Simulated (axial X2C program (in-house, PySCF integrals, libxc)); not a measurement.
## Nuclear properties of MgCl⁺

Calculated with an in-house all-electron X2C program for linear molecules (integrals from PySCF): two-component X2C with atomic mean-field Coulomb and Gaunt terms, Gaussian nuclei, basis Cl dyall-av3z, Mg dyall-cv3z with contracted cores.

R = 2.108 Å (near the PBE0 minimum at charge 1 of the determinant lowest at the starting distance; the state shown can have its own minimum elsewhere).

Input and command:
```json
{"zs": [17, 12], "q": 1, "bas": ["dyall-av3z", "dyall-cv3z"], "r0": 2.38, "levels": ["PBE0", "HF", "PBE", "r2SCAN", "PBE50"], "nst": 3}
```
```bash
python soeom.py task.json out
```

Keys: zs atomic numbers; q charge; bas basis sets; r0 starting distance in Å; levels methods; nst determinants followed.

Determinant lowest in the PBE0 search, Ω = 0 (closed shell), highest spinor 88% Cl p, 5% Mg p, 5% Mg d:

| level | qzz Cl (a.u.) | qzz Mg (a.u.) |
| --- | --- | --- |
| PBE0 | 1.72 | -0.27 |
| HF | 1.35 | -0.36 |
| PBE | 1.89 | -0.22 |
| r2SCAN | 1.49 | -0.30 |
| PBE50 | 1.57 | -0.32 |

qzz is the electric field gradient, eQq0 = 234.96 MHz × Q/barn × qzz. The operators were transformed with the bare-nucleus X2C matrices; with these basis sets, hyperfine constants and field gradients can be off by tens of per cent, and where levels differ in sign neither size nor sign is settled.

Q: With Q(35Cl) = -0.08112 barn, Q(25Mg) = 0.1994 barn (Q from Pyykkö, Mol. Phys. 2018), turn the PBE0 values of the first state into constants in MHz.

A: eQq0(35Cl) = 234.96 × (-0.08112) × (1.72) = -32.8 MHz; eQq0(25Mg) = 234.96 × (0.1994) × (-0.27) = -12.6 MHz.

Each state is one determinant with collinear spin. The search compared states at one distance, so a state with another bond length can lie lower.
